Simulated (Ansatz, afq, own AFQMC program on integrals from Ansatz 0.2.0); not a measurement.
# AlP (triplet): AFQMC on the coupled-cluster ladder at distance Al1–P2 = 4.813 Å, 6-31G

Aim: compute AlP (triplet) with auxiliary-field quantum Monte Carlo on the same integrals as coupled cluster, and set the energies side by side.

Program: Ansatz 0.2.0, Gaussian basis, and an in-house AFQMC program (afq) on its integrals; all values are calculated. Level of theory: 6-31G, frozen cores. These are calculated values, not measurements.

The runs, in order: Full CI; PBE (unrestricted); r2SCAN (unrestricted); PBE0 (unrestricted); B3LYP (unrestricted); wB97M-V (unrestricted); B2PLYP (unrestricted); CCSD(T) on UHF; Full CI; Full CI (quintet); CCSDT(Q) on UHF; CCSDTQ on UHF; Phaseless AFQMC, CISD trial on UHF; Phaseless AFQMC, single-determinant trial on UHF; Phaseless AFQMC, first-order trial on UHF; CCSD(T) on ROHF; Full CI; CCSDT(Q) on ROHF; CCSDTQ on ROHF; Phaseless AFQMC, CISD trial on ROHF; Phaseless AFQMC, single-determinant trial on ROHF.

4 further runs of the same task are left out: 1 for a known fault of the program, 3 that didn't finish.

## Step 1: The system

The geometry derives from a PBE0/def2-TZVP stationary point (not a proven minimum). One bond is set to the value named and the two fragments are kept rigid.

2 atoms, charge 0, spin multiplicity 3.

Atoms are counted from 1 here; the program's logs count them from 0.

No contacts short enough for the rule that draws bonds.

Geometry (Å):

```xyz
2
charge 0, multiplicity 3
Al    0.00000    0.00000    0.00000
P     0.00000    0.00000    4.81300
```

## Step 2: Full CI

The input, in.yaml:

```yaml
crystal:
  periodic: [false, false, false]
  atoms:
    - {symbol: Al, position_ang: [0.000000, 0.000000, 0.000000]}
    - {symbol: P, position_ang: [0.000000, 0.000000, 4.813000]}
basis:
  gaussian: {orbitals: 6-31G}
magnetization: {spin_polarized: false, initial_magnetization: 2}
correlation: {method: fci, electrons: outside_noble_gas}
```

Launch:

```console
> ansatz run in.yaml --threads 1 --pin off --events-out ev --progress --plain --max-ram 16896MiB --backend cuda --devices 0, --max-vram 18GiB
```

The program printed, shortened:

```text
Functional definition: HF
  name "HF"
  cite "Fock, Z. Phys. 61, 126 (1930) doi:10.1007/BF01340294"
  parent pbe
[...]
480 factors; integrals over basis functions are off by at most 3.4e-8 eV
[...]
mean field -15849.62124303 eV, -582.4628374223 hartree, gradient 1.9e-6 eV, S^2 2.000000; 17 other end points of the search recorded, 0 dependent functions left out
determinant -15849.62124303 eV, -582.4628374223 hartree, with singles and doubles -15852.55002562 eV, -582.5704681974 hartree
determinant -15849.31126201 eV, -582.4514458299 hartree, with singles and doubles -15850.99615735 eV, -582.5133645917 hartree
determinant -15849.29728560 eV, -582.4509322064 hartree, with singles and doubles -15851.04643196 eV, -582.5152121495 hartree
determinant -15849.27944862 eV, -582.4502767094 hartree, with singles and doubles -15851.03004762 eV, -582.5146100358 hartree
determinant -15849.18221802 eV, -582.4467035508 hartree, with singles and doubles -15850.94774251 eV, -582.5115853789 hartree
determinant -15849.62124303 eV, -582.4628374223 hartree, with singles and doubles -15853.04927012 eV, -582.5888150941 hartree
unrestricted determinant -15851.81856615 eV, -582.5435875575 hartree, S^2 2.9768
10 core orbitals not correlated: weight in the atoms' cores, before any rotation towards them, 1.000 or more for the frozen orbitals, at most 0.000 for the correlated occupied ones
reference -15849.62124303 eV, -582.4628374223 hartree; 5, 3 occupied and 11, 13 virtual orbitals, 480 factors
state -15853.10251643 eV, -582.5907718599 hartree
Total energy: -15853.10251643 eV, -582.5907718599 hartree
```

It took 30 s on 1 × NVIDIA H100 80GB HBM3 with 1 thread of AMD EPYC 7R13 (Zen 3), shared host.

From the report: 827,648 determinants, symmetry A2.

## Step 3: PBE (unrestricted)

The input, in.yaml:

```yaml
crystal:
  periodic: [false, false, false]
  atoms:
    - {symbol: Al, position_ang: [0.000000, 0.000000, 0.000000]}
    - {symbol: P, position_ang: [0.000000, 0.000000, 4.813000]}
basis:
  gaussian: {orbitals: 6-31G}
magnetization: {spin_polarized: true, initial_magnetization: 2}
hamiltonian: {xc: {name: PBE}}
output: {orbitals: {seedname: orbitals}}
```

Launch:

```console
> ansatz run in.yaml --threads 1 --pin off --events-out ev --progress --plain --max-ram 5632MiB --backend cpu
```

The program printed, shortened:

```text
Functional definition: PBE
  name "PBE"
  cite "Perdew, Burke & Ernzerhof, Phys. Rev. Lett. 77, 3865 (1996) doi:10.1103/PhysRevLett.77.3865"
  parent pbe
[...]
278 factors; integrals over basis functions are off by at most 2.3e-4 eV
[...]
mean field -15872.17205132 eV, -583.2915643413 hartree, gradient 2.8e-6 eV, S^2 2.725943; 10 other end points of the search recorded, 0 dependent functions left out
reference -15872.17208765 eV, -583.2915656766 hartree; 15, 13 occupied and 11, 13 virtual orbitals, 278 factors
Total energy: -15872.17208765 eV, -583.2915656766 hartree
```

Wall time 2.5 s (1 thread of AMD EPYC 7R13 (Zen 3), shared host).

From the report: ⟨S²⟩ of the determinant 2.726 (pure triplet: 2.00). The determinant is far from a pure spin state, so its energy mixes those of several spin states (harmless only where they are near-degenerate, as at dissociation).

## Step 4: r2SCAN (unrestricted)

in.yaml, as its differences from that of step 3:

```diff
@@ -8,3 +8,2 @@
 magnetization: {spin_polarized: true, initial_magnetization: 2}
-hamiltonian: {xc: {name: PBE}}
-output: {orbitals: {seedname: orbitals}}
+hamiltonian: {xc: {name: r2SCAN}}
```

Same command.

The program printed, shortened:

```text
Functional definition: r2SCAN
  name "r2SCAN"
  cite "Furness, Kaplan, Ning, Perdew & Sun, J. Phys. Chem. Lett. 11, 8208 (2020) doi:10.1021/acs.jpclett.0c02405"
  cite "Furness, Kaplan, Ning, Perdew & Sun, J. Phys. Chem. Lett. 11, 9248 (2020) doi:10.1021/acs.jpclett.0c03077"
  parent r2scan
[...]
278 factors; integrals over basis functions are off by at most 2.3e-4 eV
[...]
mean field -15878.67340317 eV, -583.5304846149 hartree, gradient 8.0e-7 eV, S^2 2.811749; 9 other end points of the search recorded, 0 dependent functions left out
reference -15878.67341745 eV, -583.5304851398 hartree; 15, 13 occupied and 11, 13 virtual orbitals, 278 factors
Total energy: -15878.67341745 eV, -583.5304851398 hartree
```

It took 6 s on 1 thread of AMD EPYC 7R13 (Zen 3), shared host.

From the report: ⟨S²⟩ of the determinant 2.812 (pure triplet: 2.00). The determinant is far from a pure spin state, so its energy mixes those of several spin states (harmless only where they are near-degenerate, as at dissociation).

## Step 5: PBE0 (unrestricted)

in.yaml, as its differences from that of step 4:

```diff
@@ -8,2 +8,3 @@
 magnetization: {spin_polarized: true, initial_magnetization: 2}
-hamiltonian: {xc: {name: r2SCAN}}
+hamiltonian: {xc: {name: PBE0}}
+output: {orbitals: {seedname: orbitals}}
```

Same command.

The program printed, shortened:

```text
Functional definition: PBE0
  name "PBE0"
  cite "Adamo & Barone, J. Chem. Phys. 110, 6158 (1999) doi:10.1063/1.478522"
  cite "Perdew, Burke & Ernzerhof, Phys. Rev. Lett. 77, 3865 (1996) doi:10.1103/PhysRevLett.77.3865"
  parent pbe
[...]
278 factors; integrals over basis functions are off by at most 2.3e-4 eV
[...]
mean field -15873.62820045 eV, -583.3450768348 hartree, gradient 5.9e-6 eV, S^2 2.856697; 6 other end points of the search recorded, 0 dependent functions left out
reference -15873.62822752 eV, -583.3450778296 hartree; 15, 13 occupied and 11, 13 virtual orbitals, 278 factors
Total energy: -15873.62822752 eV, -583.3450778296 hartree
```

Wall time 1.3 s (1 thread of AMD EPYC 7R13 (Zen 3), shared host).

From the report: ⟨S²⟩ of the determinant 2.857 (pure triplet: 2.00). The determinant is far from a pure spin state, so its energy mixes those of several spin states (harmless only where they are near-degenerate, as at dissociation).

## Step 6: B3LYP (unrestricted)

in.yaml, as its differences from that of step 5:

```diff
@@ -8,3 +8,2 @@
 magnetization: {spin_polarized: true, initial_magnetization: 2}
-hamiltonian: {xc: {name: PBE0}}
-output: {orbitals: {seedname: orbitals}}
+hamiltonian: {xc: {name: B3LYP}}
```

Same command.

The program printed, shortened:

```text
Functional definition: B3LYP
  name "B3LYP"
  cite "Stephens, Devlin, Chabalowski & Frisch, J. Phys. Chem. 98, 11623 (1994) doi:10.1021/j100096a001"
  cite "Becke, Phys. Rev. A 38, 3098 (1988) doi:10.1103/PhysRevA.38.3098"
  cite "Lee, Yang & Parr, Phys. Rev. B 37, 785 (1988) doi:10.1103/PhysRevB.37.785"
  cite "Vosko, Wilk & Nusair, Can. J. Phys. 58, 1200 (1980) doi:10.1139/p80-159"
[...]
278 factors; integrals over basis functions are off by at most 2.3e-4 eV
[...]
mean field -15881.32557161 eV, -583.6279500076 hartree, gradient 7.5e-7 eV, S^2 2.788672; 7 other end points of the search recorded, 0 dependent functions left out
reference -15881.32579281 eV, -583.6279581366 hartree; 15, 13 occupied and 11, 13 virtual orbitals, 278 factors
Total energy: -15881.32579281 eV, -583.6279581366 hartree
```

Run time: 1.6 s. Hardware: 1 thread of AMD EPYC 7R13 (Zen 3), shared host.

From the report: ⟨S²⟩ of the determinant 2.789 (pure triplet: 2.00). The determinant is far from a pure spin state, so its energy mixes those of several spin states (harmless only where they are near-degenerate, as at dissociation).

## Step 7: wB97M-V (unrestricted)

in.yaml, as its differences from that of step 6:

```diff
@@ -8,2 +8,3 @@
 magnetization: {spin_polarized: true, initial_magnetization: 2}
-hamiltonian: {xc: {name: B3LYP}}
+hamiltonian: {xc: {name: wB97M-V}}
+output: {orbitals: {seedname: orbitals}}
```

Launched as before.

The program printed, shortened:

```text
Functional definition: wB97M-V
  name "wB97M-V"
  cite "Mardirossian & Head-Gordon, J. Chem. Phys. 144, 214110 (2016) doi:10.1063/1.4952647"
  cite "Becke, J. Chem. Phys. 107, 8554 (1997) doi:10.1063/1.475007"
  cite "Vydrov & Van Voorhis, J. Chem. Phys. 133, 244103 (2010) doi:10.1063/1.3521275"
  # Of w^i u^j: cxij and so on, Table III.
[...]
  gx(w, u) = 1 - cx + cx01*u + cx10*w
[...]
278 factors; integrals over basis functions are off by at most 2.3e-4 eV
123 factors; integrals over basis functions are off by at most 5.4e-6 eV
[...]
mean field -15879.24891102 eV, -583.5516341385 hartree, gradient 9.5e-6 eV, S^2 2.906558; 2 other end points of the search recorded, 0 dependent functions left out
reference -15879.24894741 eV, -583.5516354756 hartree; 15, 13 occupied and 11, 13 virtual orbitals, 278 factors
Total energy: -15879.24894741 eV, -583.5516354756 hartree
```

It took 4.2 s on 1 thread of AMD EPYC 7R13 (Zen 3), shared host.

From the report: ⟨S²⟩ of the determinant 2.907 (pure triplet: 2.00). The determinant is far from a pure spin state, so its energy mixes those of several spin states (harmless only where they are near-degenerate, as at dissociation).

## Step 8: B2PLYP (unrestricted)

in.yaml, as its differences from that of step 7:

```diff
@@ -8,3 +8,3 @@
 magnetization: {spin_polarized: true, initial_magnetization: 2}
-hamiltonian: {xc: {name: wB97M-V}}
-output: {orbitals: {seedname: orbitals}}
+hamiltonian: {xc: {name: B2PLYP}}
+correlation: {electrons: outside_noble_gas}
```

Launched as before.

The program printed, shortened:

```text
Functional definition: B2PLYP
  name "B2PLYP"
  cite "Grimme, J. Chem. Phys. 124, 034108 (2006) doi:10.1063/1.2148954"
  cite "Becke, Phys. Rev. A 38, 3098 (1988) doi:10.1103/PhysRevA.38.3098"
  cite "Lee, Yang & Parr, Phys. Rev. B 37, 785 (1988) doi:10.1103/PhysRevB.37.785"
[...]
278 factors; integrals over basis functions are off by at most 2.3e-4 eV
[...]
mean field -15872.70689425 eV, -583.3112194566 hartree, gradient 7.3e-7 eV, S^2 2.928176; 5 other end points of the search recorded, 0 dependent functions left out
10 core orbitals not correlated: weight in the atoms' cores, before any rotation towards them, 1.000 or more for the frozen orbitals, at most 0.000 for the correlated occupied ones
reference -15872.70703253 eV, -583.3112245381 hartree; 5, 3 occupied and 11, 13 virtual orbitals, 278 factors
second order -1.05656110 eV of doubles, -0.00000000 eV of singles
Total energy: -15872.99230402 eV, -583.3217080723 hartree
```

Run time: 1.4 s. Hardware: 1 thread of AMD EPYC 7R13 (Zen 3), shared host.

From the report: ⟨S²⟩ of the determinant 2.928 (pure triplet: 2.00). The determinant is far from a pure spin state, so its energy mixes those of several spin states (harmless only where they are near-degenerate, as at dissociation).

## Step 9: CCSD(T) on UHF

in.yaml, as its differences from that of step 8:

```diff
@@ -8,3 +8,2 @@
 magnetization: {spin_polarized: true, initial_magnetization: 2}
-hamiltonian: {xc: {name: B2PLYP}}
-correlation: {electrons: outside_noble_gas}
+correlation: {method: ccsd_t, electrons: outside_noble_gas, hamiltonian_folder: ham}
```

Launch:

```console
> ansatz run in.yaml --threads 1 --pin off --events-out ev --progress --plain --max-ram 16896MiB --backend cuda --devices 0, --max-vram 18GiB
```

The program printed, shortened:

```text
Functional definition: HF
  name "HF"
  cite "Fock, Z. Phys. 61, 126 (1930) doi:10.1007/BF01340294"
  parent pbe
[...]
278 factors; integrals over basis functions are off by at most 2.3e-4 eV
[...]
mean field -15851.81855414 eV, -582.5435871160 hartree, gradient 1.9e-6 eV, S^2 2.976844; 26 other end points of the search recorded, 0 dependent functions left out
[...]
10 core orbitals not correlated: weight in the atoms' cores, before any rotation towards them, 1.000 or more for the frozen orbitals, at most 0.000 for the correlated occupied ones
reference -15851.81855414 eV, -582.5435871160 hartree; 5, 3 occupied and 11, 13 virtual orbitals, 278 factors
second order -0.78665023 eV of doubles, -0.00000000 eV of singles
cycle   1  -1.25647055 eV  change   -6.8e-7 eV  update   5.0e-6
perturbative correction -0.00941357 eV, -0.0003459425 hartree
Total energy: -15853.08443827 eV, -582.5901074997 hartree
```

Wall time 32 s (1 × NVIDIA H100 80GB HBM3 with 1 thread of AMD EPYC 7R13 (Zen 3), shared host).

From the report: ⟨S²⟩ of the determinant 2.977 (pure triplet: 2.00); correlation -1.2659 eV; T1 0.017; largest double amplitude 0.11. The determinant is far from a pure spin state, so its energy mixes those of several spin states (harmless only where they are near-degenerate, as at dissociation).

This run also writes the integrals to the folder ham.

## Step 10: Full CI

The input, in.yaml:

```yaml
hamiltonian:
  integrals:
    folder: ../ham
correlation: {method: fci}
```

The command is unchanged.

The program printed:

```text
Functional definition: HF
  name "HF"
  cite "Fock, Z. Phys. 61, 126 (1930) doi:10.1007/BF01340294"
  parent pbe
  exchange = exact_x
  correlation = 0
reference -15851.81855414 eV, -582.5435871160 hartree; 5, 3 occupied and 11, 13 virtual orbitals, 278 factors
state -15853.10266407 eV, -582.5907772855 hartree
Total energy: -15853.10266407 eV, -582.5907772855 hartree
```

It took 32 s on 1 × NVIDIA H100 80GB HBM3 with 1 thread of AMD EPYC 7R13 (Zen 3), shared host.

From the report: 612,960 determinants.

## Step 11: Full CI (quintet)

The input, in.yaml:

```yaml
crystal:
  periodic: [false, false, false]
  atoms:
    - {symbol: Al, position_ang: [0.000000, 0.000000, 0.000000]}
    - {symbol: P, position_ang: [0.000000, 0.000000, 4.813000]}
basis:
  gaussian: {orbitals: 6-31G}
magnetization: {spin_polarized: false, initial_magnetization: 4}
correlation: {method: fci, electrons: outside_noble_gas}
```

Same command.

The program printed, shortened:

```text
Functional definition: HF
  name "HF"
  cite "Fock, Z. Phys. 61, 126 (1930) doi:10.1007/BF01340294"
  parent pbe
[...]
480 factors; integrals over basis functions are off by at most 3.4e-8 eV
[...]
mean field -15851.80594635 eV, -582.5431237886 hartree, gradient 9.0e-6 eV, S^2 6.000000; 8 other end points of the search recorded, 0 dependent functions left out
[...]
determinant -15851.76472857 eV, -582.5416090628 hartree, with singles and doubles -15852.99966646 eV, -582.5869921932 hartree
10 core orbitals not correlated: weight in the atoms' cores, before any rotation towards them, 1.000 or more for the frozen orbitals, at most 0.000 for the correlated occupied ones
reference -15851.80594635 eV, -582.5431237886 hartree; 6, 2 occupied and 10, 14 virtual orbitals, 480 factors
state -15853.05136717 eV, -582.5888921592 hartree
Total energy: -15853.05136717 eV, -582.5888921592 hartree
```

Run time: 22 s. Hardware: 1 × NVIDIA H100 80GB HBM3 with 1 thread of AMD EPYC 7R13 (Zen 3), shared host.

From the report: 240,128 determinants, symmetry B2.

## Step 12: CCSDT(Q) on UHF

The input, in.yaml:

```yaml
crystal:
  periodic: [false, false, false]
  atoms:
    - {symbol: Al, position_ang: [0.000000, 0.000000, 0.000000]}
    - {symbol: P, position_ang: [0.000000, 0.000000, 4.813000]}
basis:
  gaussian: {orbitals: 6-31G}
magnetization: {spin_polarized: true, initial_magnetization: 2}
correlation: {method: ccsdt_q, electrons: outside_noble_gas}
```

Launched as before.

The program printed, shortened:

```text
Functional definition: HF
  name "HF"
  cite "Fock, Z. Phys. 61, 126 (1930) doi:10.1007/BF01340294"
  parent pbe
[...]
480 factors; integrals over basis functions are off by at most 3.4e-8 eV
[...]
mean field -15851.81856615 eV, -582.5435875575 hartree, gradient 2.0e-6 eV, S^2 2.976844; 25 other end points of the search recorded, 0 dependent functions left out
[...]
reference -15851.81856615 eV, -582.5435875575 hartree; 5, 3 occupied and 11, 13 virtual orbitals, 480 factors
second order -0.78666740 eV of doubles, -0.00000000 eV of singles
cycle   1  -1.06517743 eV  change   -2.8e-1 eV  update   6.3e-2
[...]
cycle  40  -1.28276329 eV  change   -5.4e-7 eV  update   9.5e-7
perturbative correction -0.00094516 eV, -0.0000347339 hartree
Total energy: -15853.10227460 eV, -582.5907629729 hartree
```

Run time: 35 s. Hardware: 1 × NVIDIA H100 80GB HBM3 with 1 thread of AMD EPYC 7R13 (Zen 3), shared host.

From the report: ⟨S²⟩ of the determinant 2.977 (pure triplet: 2.00); correlation -1.2837 eV; T1 0.031; largest double amplitude 0.29. The determinant is far from a pure spin state, so its energy mixes those of several spin states (harmless only where they are near-degenerate, as at dissociation).

## Step 13: CCSDTQ on UHF

in.yaml, as its differences from that of step 12:

```diff
@@ -8,2 +8,2 @@
 magnetization: {spin_polarized: true, initial_magnetization: 2}
-correlation: {method: ccsdt_q, electrons: outside_noble_gas}
+correlation: {method: ccsdtq, electrons: outside_noble_gas}
```

The command is unchanged.

The program printed, shortened:

```text
Functional definition: HF
  name "HF"
  cite "Fock, Z. Phys. 61, 126 (1930) doi:10.1007/BF01340294"
  parent pbe
[...]
480 factors; integrals over basis functions are off by at most 3.4e-8 eV
[...]
mean field -15851.81856615 eV, -582.5435875575 hartree, gradient 2.0e-6 eV, S^2 2.976844; 25 other end points of the search recorded, 0 dependent functions left out
[...]
10 core orbitals not correlated: weight in the atoms' cores, before any rotation towards them, 1.000 or more for the frozen orbitals, at most 0.000 for the correlated occupied ones
reference -15851.81856615 eV, -582.5435875575 hartree; 5, 3 occupied and 11, 13 virtual orbitals, 480 factors
second order -0.78666740 eV of doubles, -0.00000000 eV of singles
cycle   1  -1.06517771 eV  change   -2.8e-1 eV  update   6.3e-2
[...]
cycle  49  -1.28408407 eV  change  -6.9e-10 eV  update   6.0e-7
Total energy: -15853.10265022 eV, -582.5907767768 hartree
```

Run time: 65 s. Hardware: 1 × NVIDIA H100 80GB HBM3 with 1 thread of AMD EPYC 7R13 (Zen 3), shared host.

From the report: ⟨S²⟩ of the determinant 2.977 (pure triplet: 2.00); correlation -1.2841 eV; T1 0.032; largest double amplitude 0.31. The determinant is far from a pure spin state, so its energy mixes those of several spin states (harmless only where they are near-degenerate, as at dissociation).

## Step 14: Phaseless AFQMC, CISD trial on UHF

It reads the integrals that the CCSD(T) run on this determinant wrote.

Launch:

```console
> afq ham --method phaseless --trial cisd --walkers 4000 --populations 20 --least-time 60 --time-step 0.005 --steps-per-block 50 --equilibration-blocks 40 --max-blocks 4000 --target-error 0.00034 --factor-cut 1e-05 --start spin_pure --seed 3971 --release-times 0.24,0.51,0.99,1.62,2.4 --release-step 0.03 --release-every 3 --taylor-order 6
```

The program printed:

```text
orbitals 16  electrons 5 3  factors 70 of 278
reference energy -582.54358712 Eh
CCSD correlation -0.04617405 Eh in 21 cycles, weight of the determinant in the CISD state 0.9218
energy of the start -582.585253 Eh
 block  time / (1/Eh)  mean weight  energy / Eh
     1     0.250  1.0001  -582.586145
     2     0.500  0.9999  -582.586978
     3     0.750  1.0000  -582.587648
     4     1.000  0.9999  -582.588159
     5     1.250  1.0001  -582.588611
     6     1.500  0.9998  -582.589018
     7     1.750  1.0000  -582.589286
     8     2.000  0.9999  -582.589615
     9     2.250  1.0000  -582.589878
    10     2.500  0.9999  -582.590135
    11     2.750  1.0001  -582.590239
    13     3.250  1.0000  -582.590551
    15     3.750  1.0001  -582.590679
    17     4.250  1.0001  -582.590828
    19     4.750  1.0000  -582.590657
    21     5.250  1.0000  -582.590583
    23     5.750  1.0000  -582.590736
    25     6.250  1.0000  -582.590720
    27     6.750  0.9997  -582.590682
    29     7.250  0.9997  -582.590718
    31     7.750  0.9998  -582.590700
    33     8.250  1.0000  -582.590894
    35     8.750  1.0000  -582.590968
    37     9.250  0.9999  -582.590859
    39     9.750  1.0000  -582.590620
    41    10.250  1.0000  -582.590707
    43    10.750  1.0000  -582.590888
    45    11.250  1.0001  -582.590894
    47    11.750  1.0001  -582.590993
    49    12.250  1.0002  -582.590827
    51    12.750  1.0000  -582.590986
    53    13.250  1.0001  -582.590793
    55    13.750  1.0000  -582.590653
    57    14.250  0.9999  -582.590928
    59    14.750  0.9998  -582.590664
    61    15.250  1.0001  -582.590647
    63    15.750  1.0000  -582.590410
    65    16.250  1.0000  -582.590669
    67    16.750  1.0000  -582.590761
    69    17.250  1.0001  -582.590745
    71    17.750  0.9996  -582.590709
    73    18.250  1.0000  -582.590700
    75    18.750  0.9996  -582.590911
    77    19.250  0.9997  -582.590608
    79    19.750  1.0000  -582.590828
    81    20.250  1.0002  -582.590970
    83    20.750  1.0001  -582.590869
    85    21.250  1.0001  -582.590814
    87    21.750  1.0000  -582.590605
    89    22.250  1.0000  -582.590636
error from the spread of 20 populations
released: time / (1/Eh)  energy / Eh  error  mean overlap
  0.24  -582.590867  0.000314  0.9987
  0.51  -582.590843  0.000027  0.9993
  0.99  -582.590950  0.000035  0.9983
  1.62  -582.590953  0.000036  0.9981
  2.40  -582.590942  0.000057  0.9995
energy -582.590763 +/- 0.000035 Eh
```

Wall time 47 s (1 × NVIDIA H100 80GB HBM3 with 2 threads of AMD EPYC 7R13 (Zen 3), shared host).

Energy -15853.1023 ± 0.0009 eV. Caveats: constraint bias not in the error.

[end of part 1 of 2]
